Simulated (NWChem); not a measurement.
A series in which one site is exchanged, each optimised at PBE0/def2-SVP with NWChem, gas phase unless a solvent is named. Some are not confirmed as minima by frequencies. def2 effective core potentials on Sb; no spin-orbit coupling.

A: P (PH3; site = P)
B: [AlH3] (AlH₃; site = Al)
C: [SbH3] (SbH3; site = Sb)
D: B (BH3; site = B)

Values for A:

| Property | Result |
|---|---|
| dipole (D), PBE0/def2-SVP | 0.91 |
| orbital gap (eV), PBE0/def2-SVP | 9.02 |
| static polarisability, PBE/def2-SVPD (bohr³) | 30.3 |
| lowest singlet excitation, PBE/def2-SVPD, TDA (eV) | 6.88 |

**Question.** How do these values change for the other members?

**Answer.** 
```tsv
change from A	B	C	D
dipole (D), PBE0/def2-SVP	-0.91	-0.73	-0.91
orbital gap (eV), PBE0/def2-SVP	-2.21	-1.54	-1.07
static polarisability, PBE/def2-SVPD (bohr³)	+3.6	+17.1	-11.8
lowest singlet excitation, PBE/def2-SVPD, TDA (eV)	-2.01	-0.75	-1.30
```
